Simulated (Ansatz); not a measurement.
# C3H6O2: a ladder of functionals and wavefunction methods

Aim: compute C3H6O2 with functionals from several rungs and with coupled cluster. The yardstick is the atomisation energy at the CCSD(T) limit.

Method: functionals in def2-TZVPP, the program's frozen cores in correlated methods; program: Ansatz 0.2.0, Gaussian basis.

Levels to be run: PBE-D4, r2SCAN-D4, PBE0-D4, B3LYP-D4, ωB97X-V, ωB97M-V, B2PLYP; CCSD(T)/def2-TZVPP; MP2/def2-QZVPP; extrapolation to the limit.

**1. The relaxed structure**

The geometry comes from an earlier relaxation with PBE0-D4 in a triple-zeta def2 set; it is a stationary point, not always the lowest conformer.

SMILES `C=C(O)CO`, 11 atoms, charge 0, spin multiplicity 1.

Atoms are counted from 1 here; the program's logs count them from 0.

Bond lengths: C1–C2 1.328 Å, C1–H6 1.081 Å, C1–H7 1.082 Å, C2–O3 1.353 Å, C2–C4 1.500 Å, O3–H8 0.967 Å, C4–O5 1.419 Å, C4–H9 1.094 Å, C4–H10 1.094 Å, O5–H11 0.962 Å. Angles: C2–C1–H6 119.9°, C2–C1–H7 121.3°, H6–C1–H7 118.8°, C1–C2–O3 122.2°, C1–C2–C4 124.1°, O3–C2–C4 113.7°, C2–O3–H8 106.9°, C2–C4–O5 111.1°, C2–C4–H9 110.4°, C2–C4–H10 109.6°, O5–C4–H9 112.3°, O5–C4–H10 105.1°, H9–C4–H10 108.2°, C4–O5–H11 108.2°.

Geometry (Å):

```mol
C3H6O2
  3D, bonds by distance, orders not assigned

 11 10  0  0  0  0  0  0  0  0999 V2000
   -1.4665    0.1050    0.8290 C   0  0
   -0.3137   -0.3293    0.3321 C   0  0
   -0.0160   -1.6466    0.2485 O   0  0
    0.7901    0.5701   -0.1392 C   0  0
    1.4013    0.0581   -1.3134 O   0  0
   -1.6626    1.1666    0.8860 H   0  0
   -2.2130   -0.5834    1.2024 H   0  0
    0.7628   -1.7238   -0.3194 H   0  0
    0.4198    1.5900   -0.2757 H   0  0
    1.5878    0.5943    0.6095 H   0  0
    0.7752    0.1419   -2.0391 H   0  0
  1  2  8  0
  2  3  8  0
  2  4  8  0
  4  5  8  0
  1  6  8  0
  1  7  8  0
  3  8  8  0
  4  9  8  0
  4 10  8  0
  5 11  8  0
M  END
```

**2. PBE-D4 (GGA)**

in.yaml

```yaml
crystal:
  periodic: [false, false, false]
  atoms:
    - {symbol: C, position_ang: [-1.466473, 0.105027, 0.829039]}
    - {symbol: C, position_ang: [-0.313716, -0.329314, 0.332088]}
    - {symbol: O, position_ang: [-0.015999, -1.646616, 0.248472]}
    - {symbol: C, position_ang: [0.790060, 0.570115, -0.139166]}
    - {symbol: O, position_ang: [1.401292, 0.058143, -1.313407]}
    - {symbol: H, position_ang: [-1.662589, 1.166640, 0.885980]}
    - {symbol: H, position_ang: [-2.213009, -0.583404, 1.202392]}
    - {symbol: H, position_ang: [0.762797, -1.723762, -0.319421]}
    - {symbol: H, position_ang: [0.419848, 1.589973, -0.275693]}
    - {symbol: H, position_ang: [1.587816, 0.594325, 0.609482]}
    - {symbol: H, position_ang: [0.775174, 0.141871, -2.039065]}
basis:
  gaussian: {orbitals: def2-TZVPP}
hamiltonian: {xc: pbe, dispersion: d4}
output: {forces: true, orbitals: {seedname: orbitals}}
```

On the command line:

```
ansatz run in.yaml --threads 4 --pin off --events-out ev --progress --plain --max-ram 10444MiB
```

The runs that follow: r2SCAN-D4 (meta-GGA); PBE0-D4 (hybrid); B3LYP-D4 (hybrid); ωB97X-V (range-separated); ωB97M-V (range-separated); B2PLYP (double hybrid); CCSD(T) in def2-TZVPP; MP2 in def2-QZVPP.

Q: Predict the results of all the runs planned. Wanted: atomisation energy, CCSD(T)/CBS; farthest; mean size of error, hybrid; mean size of error, range-separated; gap, smallest and largest; T1 diagnostic; triples share of the correlation energy.

**Answer**, as computed:

| quantity | value |
| --- | --- |
| atomisation energy, CCSD(T)/CBS | 1064.6 kcal/mol |
| functionals within 5.3 kcal/mol (0.5 %) | r2SCAN-D4, PBE0-D4, B3LYP-D4, ωB97X-V, ωB97M-V |
| farthest | PBE-D4 (+32.5 kcal/mol) |
| mean size of error, hybrid | 3.1 kcal/mol |
| mean size of error, range-separated | 1.8 kcal/mol |
| gap, smallest and largest | 4.88 eV (PBE-D4), 11.44 eV (ωB97X-V) |
| T1 diagnostic | 0.0117 |
| triples share of the correlation energy | 3.9 % |

**Reading.** PBE-D4 is off by +32.5 kcal/mol. Double hybrids carry the basis error of their MP2 part in triple zeta, and no dispersion term here, so their miss is partly the set-up's. Misses under about 5.3 kcal/mol are within the doubt on the reference itself, which lacks core-valence correlation, relativity and higher excitations. Hartree-Fock recovers 71 % of the binding; the rest is correlation. The gap grows from 4.9 to 11.4 eV across the functionals, mostly with the share of exact exchange.
